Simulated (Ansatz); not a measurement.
`FC(F)C(F)F` + `OCO` → `OCOC(F)F` + `FCF`  (substitution at a C–C bond)

Program: Ansatz. Geometries: PBE0-D4/def2-TZVP. ΔE: electronic, gas phase. CCSD(T)/CBS is the MP2 limit (def2-TZVPP, def2-QZVPP) plus CCSD(T) − MP2 in def2-TZVPP, frozen cores. This one scheme is used for every species. Each species was taken in one conformer, which may not be the lowest.

| species | HF/CBS(def2) energy (Eh) |
| --- | --- |
| `FC(F)C(F)F` | -474.88474 |
| `OCO` | -190.00884 |
| `OCOC(F)F` | -426.87736 |
| `FCF` | -238.02088 |

Question: Work out ΔE.

Answer: ΔE = (-426.87736) + (-238.02088) − (-474.88474) − (-190.00884) = -0.00466 Eh = -12.2 kJ/mol. CCSD(T)/CBS gives -3.0 kJ/mol.

Largest T1 diagnostic among the species: 0.012.

In def2-TZVPP, CCSD(T) changes the Hartree–Fock value by +5.5 kJ/mol (the triples alone add −0.5 kJ/mol) and MP2 by +5.5 kJ/mol.
